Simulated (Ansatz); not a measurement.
**C₂H₅NOS: up Jacob's ladder to CCSD(T)**

How much do the methods differ for C₂H₅NOS? The plan is to run it at one geometry with functionals of several rungs and with coupled cluster. The yardstick is the atomisation energy at the CCSD(T) limit.

Program: Ansatz 0.2.0, Gaussian basis. Level of theory: functionals in def2-TZVPP, the program's frozen cores in correlated methods. These are calculated values, not measurements.

Levels to be run: LDA (SPW92), PBE-D4, revPBE-D4, BLYP-D4, r2SCAN-D4, B97M-V, PBE0-D4, B3LYP-D4, r2SCANh-D4, r2SCAN0-D4, HSE06-D4, BHLYP-D4, CAM-B3LYP-D4, LC-ωPBE, ωB97X-V, ωB97M-V, B2PLYP, PBE-QIDH; CCSD(T)/def2-SVP; CCSD(T)/def2-TZVPP; MP2/def2-QZVPP; extrapolation to the limit; RPA on PBE.

### 1 Structure used throughout

The geometry comes from an earlier relaxation with PBE0-D4 in a triple-zeta def2 set; it is a stationary point, not always the lowest conformer.

SMILES `CSC(=N)O`, 10 atoms, charge 0, spin multiplicity 1.

Atoms are counted from 1 here; the program's logs count them from 0.

Bond lengths: C1–S2 1.799 Å, C1–H6 1.091 Å, C1–H7 1.088 Å, C1–H8 1.088 Å, S2–C3 1.757 Å, C3–N4 1.262 Å, C3–O5 1.342 Å, N4–H9 1.014 Å, O5–H10 0.968 Å. Angles: S2–C1–H6 105.4°, S2–C1–H7 111.0°, S2–C1–H8 111.0°, H6–C1–H7 109.5°, H6–C1–H8 109.5°, H7–C1–H8 110.3°, C1–S2–C3 103.4°, S2–C3–N4 125.5°, S2–C3–O5 113.8°, N4–C3–O5 120.7°, C3–N4–H9 112.8°, C3–O5–H10 105.3°.

Coordinates:

```xyz
10
C2H5NOS
C     0.3463   -0.3401    1.6529
S    -0.0487   -1.2220    0.1356
C    -0.2167    0.0631   -1.0507
N    -0.4982   -0.0983   -2.2702
O    -0.0154    1.2920   -0.5510
H     0.4589   -1.1111    2.4160
H     1.2795    0.2104    1.5532
H    -0.4602    0.3336    1.9344
H    -0.6256   -1.0734   -2.5183
H    -0.1367    1.8947   -1.2989
```

### 2 LDA

This LDA is Slater exchange with PW92 correlation.

Input file in.yaml:

```yaml
crystal:
  periodic: [false, false, false]
  atoms:
    - {symbol: C, position_ang: [0.346345, -0.340121, 1.652936]}
    - {symbol: S, position_ang: [-0.048665, -1.222047, 0.135616]}
    - {symbol: C, position_ang: [-0.216747, 0.063056, -1.050708]}
    - {symbol: N, position_ang: [-0.498235, -0.098348, -2.270230]}
    - {symbol: O, position_ang: [-0.015444, 1.291980, -0.550959]}
    - {symbol: H, position_ang: [0.458939, -1.111118, 2.416022]}
    - {symbol: H, position_ang: [1.279470, 0.210381, 1.553169]}
    - {symbol: H, position_ang: [-0.460249, 0.333619, 1.934437]}
    - {symbol: H, position_ang: [-0.625630, -1.073353, -2.518340]}
    - {symbol: H, position_ang: [-0.136683, 1.894749, -1.298943]}
basis:
  gaussian: {orbitals: def2-TZVPP}
hamiltonian: {xc: lda}
output: {orbitals: {seedname: orbitals}}
```

Command:

```
$ ansatz run in.yaml --threads 4 --pin off --events-out ev --progress --plain --max-ram 10444MiB
```

After this run come: PBE-D4 (GGA); revPBE-D4 (GGA); BLYP-D4 (GGA); r2SCAN-D4 (meta-GGA); B97M-V (meta-GGA); PBE0-D4 (hybrid); B3LYP-D4 (hybrid); r2SCANh-D4 (hybrid); r2SCAN0-D4 (hybrid); HSE06-D4 (hybrid); BHLYP-D4 (hybrid); CAM-B3LYP-D4 (range-separated); LC-ωPBE (range-separated); ωB97X-V (range-separated); ωB97M-V (range-separated); B2PLYP (double hybrid); PBE-QIDH (double hybrid); CCSD(T) in def2-SVP; CCSD(T) in def2-TZVPP; MP2 in def2-QZVPP; RPA on PBE orbitals.

Q: Predict the results of all the runs planned. Wanted: atomisation energy, CCSD(T)/CBS; farthest beyond LDA; mean size of error, GGA; mean size of error, meta-GGA; mean size of error, hybrid; mean size of error, range-separated; mean size of error, double hybrid; gap, smallest and largest; T1 diagnostic.

The runs gave:

```
                               quantity                                  value
        atomisation energy, CCSD(T)/CBS                          3813.5 kJ/mol
 functionals within 19.1 kJ/mol (0.5 %)          B3LYP-D4, r2SCANh-D4, LC-ωPBE
                    farthest beyond LDA               BHLYP-D4 (-158.6 kJ/mol)
                mean size of error, GGA                            79.2 kJ/mol
           mean size of error, meta-GGA                            22.2 kJ/mol
             mean size of error, hybrid                            54.7 kJ/mol
    mean size of error, range-separated                            19.3 kJ/mol
      mean size of error, double hybrid                            31.4 kJ/mol
              gap, smallest and largest  5.07 eV (BLYP-D4), 12.29 eV (LC-ωPBE)
                          T1 diagnostic                                 0.0134
triples share of the correlation energy                                  4.3 %
```

In words: LDA overbinds by 688.5 kJ/mol (18 %). PBE-D4 is off by +154.8 kJ/mol. Double hybrids carry the basis error of their MP2 part in triple zeta, and no dispersion term here, so their miss is partly the set-up's. Taken by rung, range-separated functionals do best (19.3 kJ/mol on average) and GGA ones worst beyond LDA (79.2 kJ/mol). The gap between the best rungs is small, so their order is not settled. Misses under about 19.1 kJ/mol are within the doubt on the reference itself, which lacks core-valence correlation, relativity and higher excitations. Hartree-Fock recovers 67 % of the binding; the rest is correlation. CCSD(T) in def2-SVP is off by -247.1 kJ/mol, so the small basis spoils what the method gains. The gap grows from 5.1 to 12.3 eV across the functionals, mostly with the share of exact exchange.
